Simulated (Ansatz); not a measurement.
`CC(F)C(F)F` → `CC(F)F` + `[CH]F` at 600 K and 1 bar (formal loss of a carbene).

Calculated with Ansatz (gas phase, PBE0-D4/def2-TZVP geometries, no zero-point term in ΔE). CBS: MP2 limit from def2 TZ/QZ plus the TZ coupled-cluster correction, frozen cores. This one scheme is used for every species. Each species was taken in one conformer, which may not be the lowest.

```csv
species,CCSD(T)/CBS energy (Eh),H − E (kJ/mol),S (J/(mol·K))
`CC(F)C(F)F`,-416.54034,271.8,416.7
`CC(F)F`,-278.09861,199.3,340.7
`[CH]F`,-138.29972,54.0,249.2
```

H − E and S are ideal-gas, rigid-rotor, harmonic terms from PBE0-D4/def2-TZVP, for one conformer and one mirror image of each species. 1 Eh = 2625.50 kJ/mol, R = 8.31446 J/(mol·K).

Problem. By hand: ΔE, ΔH, ΔS and ΔG.

Solution. ΔE = (-278.09861) + (-138.29972) − (-416.54034) = 0.14201 Eh = 372.8 kJ/mol. Δ(H − E) = 199.3 + 54.0 − 271.8 = -18.5, so ΔH = 354.3 kJ/mol. ΔS = 340.7 + 249.2 − 416.7 = 173.2 J/(mol·K). ΔG = 354.3 − 600 × (173.2)/1000 = 250.4 kJ/mol.

Problem. By hand: the equilibrium constant, and the temperature at which ΔG would vanish if ΔH and ΔS stayed fixed.

Solution. log₁₀ K = −ΔG/(RT ln 10) = -21.8. ΔG = 0 at ΔH/ΔS = 2046 K.

The number of gas molecules changes by +1, which sets the sign of ΔS. A doubt of 5 kJ/mol in ΔE shifts log₁₀ K by 0.4 here. Other conformers and mirror images would add mixing entropy, several J/(mol·K) or more a flexible species. These are equilibria of isolated gas molecules and say nothing of rates. Largest T1 diagnostic: 0.018 (customary marks: 0.02 for closed shells, 0.045 for open ones).
